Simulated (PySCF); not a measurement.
4H-pyran, C₅H₆O.
Cartesian coordinates in Å at the PBE0-D3(BJ)/def2-SVP level; atoms count from 1:
```
atom  x, y, z in Å
C1     0.550   -1.134    0.088
C2     1.465   -0.219    0.417
O3     1.245    1.123    0.442
C4    -0.006    1.535    0.099
C5    -1.006    0.723   -0.250
C6    -0.854   -0.770   -0.301
H7     0.851   -2.183    0.103
H8     2.491   -0.457    0.701
H9    -0.091    2.622    0.145
H10   -1.966    1.177   -0.502
H11   -1.093   -1.155   -1.311
H12   -1.587   -1.262    0.369
```

The calculation used core-valence-separated Tamm–Dancoff BHandHLYP/aug-pcX-1 (pcseg-1 on H) in PySCF, non-relativistic, gas phase, PBE0-D3(BJ)/def2-SVP geometry. The energies are unshifted.

Question: List the carbon K-edge absorption lines.

Answer: 
| E (eV) | f | core hole on | main final orbital |
| --- | --- | --- | --- |
| 283.08 | 0.1131 | C1/C5 | LUMO+2 (2 roots, f summed) |
| 284.40 | 0.1343 | C2/C4 | LUMO+2 (2 roots, f summed) |
| 285.64 | 0.0315 | C1/C5 | LUMO (2 roots, f summed) |
| 285.91 | 0.0123 | C6 | LUMO/LUMO+2 (2 roots, f summed) |
| 286.46 | 0.0293 | C6 | LUMO+5 (57 %) |
| 286.82 | 0.0054 | C1/C5 | spread (2 roots, f summed) |
| 287.02 | 0.0061 | C1/C5 | LUMO+5 (2 roots, f summed) |
| 287.16 | 0.0068 | C1/C5 | LUMO+3 (2 roots, f summed) |
| 287.19 | 0.0456 | C2/C4 | LUMO (2 roots, f summed) |
| 287.28 | 0.0010 | C6 | LUMO+1 (69 %) |
| 287.54 | 0.0010 | C6 | LUMO+3 (65 %) |
| 287.60 | 0.0035 | C1/C5 | LUMO+6 (2 roots, f summed) |

The first line with a tenth or more of the strongest one's intensity is at 283.08 eV (f = 0.113, sum of 2), with the hole on C1/C5 (alkene CH carbon). The strongest listed is at 284.40 eV (f = 0.134, sum of 2; C2/C4).

Question: What does the O 1s absorption edge look like?

Answer: 
```tsv
E (eV)	f	core hole on	main final orbital
534.21	0.0000	O3	LUMO+2 (97 %)
534.38	0.0254	O3	LUMO+12 (43 %)
534.84	0.0023	O3	LUMO (43 %)
535.54	0.0115	O3	LUMO+3 (63 %)
535.82	0.0001	O3	LUMO+1 (81 %)
536.04	0.0001	O3	LUMO (46 %)
```

The first line with a tenth or more of the strongest one's intensity is at 534.38 eV (f = 0.025), with the hole on O3 (cyclic ether oxygen). It is also the strongest listed.

Roots within 0.03 eV whose holes lie on the same, on equivalent or on shared atoms are summed into one line, and the highest roots are left out, as the search may have cut off their partners. Final orbitals are the ground state's empty Kohn–Sham orbitals.

Question: What is the summed oscillator strength of the listed C K lines, and their intensity-weighted mean energy?

Answer: Σf = 0.390 over 12 lines from 283.08 to 287.60 eV; the weighted mean is 284.81 eV. The strongest line holds 34 % of the sum.

The list ends where the root search ended, not at a threshold.

Rough CPU time on one thread of a shared machine: about 29 s.
